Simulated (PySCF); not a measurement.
# How methods differ on the ionisation energy of He

He 1s2 (1S) → He+ 1s1 (2S), as a difference of total energies. All numbers are calculated (PySCF 2.14, the non-relativistic Hamiltonian (point nucleus), in pcseg-2). Correlated levels: valence: nothing frozen. The calculations carry no spin-orbit coupling.

```json
{"method": "UHF", "ionisation energy (eV)": "23.476", "error (eV)": "-1.111"}
{"method": "M06-L", "ionisation energy (eV)": "24.707", "error (eV)": "+0.120"}
{"method": "M06-2X", "ionisation energy (eV)": "24.708", "error (eV)": "+0.121"}
{"method": "MP2 (valence)", "ionisation energy (eV)": "24.370", "error (eV)": "-0.217"}
{"method": "SCS-MP2 (valence)", "ionisation energy (eV)": "24.549", "error (eV)": "-0.038"}
{"method": "CCSD (valence)", "ionisation energy (eV)": "24.532", "error (eV)": "-0.055"}
```

Reference: 24.587 eV (measured; NIST Atomic Spectra Database, ionization energies).

Errors of the correlated levels include the incompleteness of this basis.

With two correlated electrons CCSD is exact in that space.
